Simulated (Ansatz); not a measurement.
Saddle point of C2H5O, doublet (CH₂O ([CH2][O]) + CH₃ → C₂H₅O ([CH2][O][CH3]); bonds formed: O1–C3), PBE0-D4/def2-TZVP structure:

| atom | x (Å) | y (Å) | z (Å) |
| --- | --- | --- | --- |
| O1 | -0.4778 | -0.7353 | -0.2981 |
| C2 | -1.4649 | -0.1001 | 0.1085 |
| C3 | 1.3077 | 0.0496 | -0.1156 |
| H4 | -1.8058 | -0.1829 | 1.1503 |
| H5 | -1.9857 | 0.6192 | -0.5397 |
| H6 | 1.3699 | 0.1550 | 0.9590 |
| H7 | 1.1890 | 0.9523 | -0.6996 |
| H8 | 1.8676 | -0.7578 | -0.5649 |

Energies are electronic, without zero-point energy. Barriers and step energies count from the start structure reached by relaxing down the imaginary mode; all methods use the PBE0-D4 structures, on which another method's saddle can fall below an end. Computed with Ansatz 0.2.0 (basis: def2-TZVPP, with def2-QZVPP for the basis limit); correlated methods freeze the cores; orbitals are unrestricted. B3LYP uses VWN-RPA correlation. Extrapolation: Hartree–Fock as exp(−7.88 √X), correlation as X^−2.97.

| method | barrier (kcal/mol) | step energy (kcal/mol) |
| --- | --- | --- |
| SPW92 | 2.77 | -27.02 |
| PBE-D4 | 8.89 | -14.83 |
| BLYP-D4 | 9.80 | -10.17 |
| r2SCAN-D4 | ? | -13.62 |
| B97M-V | 12.96 | -12.05 |
| PBE0-D4 | 13.24 | -16.27 |
| B3LYP-D4 | 13.20 | -12.18 |
| r2SCAN0-D4 | 14.20 | -15.32 |
| BHLYP-D4 | 17.80 | -13.47 |
| CAM-B3LYP-D4 | 15.34 | -14.88 |
| wB97X-V | 16.53 | -15.50 |
| wB97M-V | 16.56 | -13.79 |
| B2PLYP | ? | -11.34 |
| PBE-QIDH | ? | -15.58 |
| RPA on PBE | 16.55 | -10.67 |
| HF | 25.14 | -6.21 |
| MP2 | 29.35 | -11.38 |
| CCSD | 19.95 | -11.00 |
| CCSD(T) | 18.48 | -11.12 |

Fill in the withheld barriers. (To be estimated.)

Computed: PBE-QIDH 18.95; r2SCAN-D4 11.23; B2PLYP 17.05 kcal/mol. Each is the energy of the saddle less that of the start structure, by the same method.

For comparison, the barrier by CCSD(T) at an estimated basis limit (MP2 extrapolated from triple and quadruple zeta, plus CCSD(T) − MP2 in triple zeta) is 18.39 kcal/mol.

T1 diagnostic: at most 0.036. ⟨S²⟩ of the unrestricted Hartree–Fock references: 0.76 to 1.00 (a pure state has 0.75). The unrestricted reference is spin-contaminated, which hurts MP2 most.

Labels in which every atom is bracketed show which atoms are joined, not bond orders.

For scale, one of the runs: CCSD(T)/def2-TZVPP, 163 basis functions, launched by `ansatz run in.yaml --threads 2 --pin off --events-out ev --progress --plain --max-ram 4352MiB`. The run took 35 s on 2 CPU threads of an Intel Xeon 6975P-C (shared host), with 3.5 GiB of host memory at its peak.
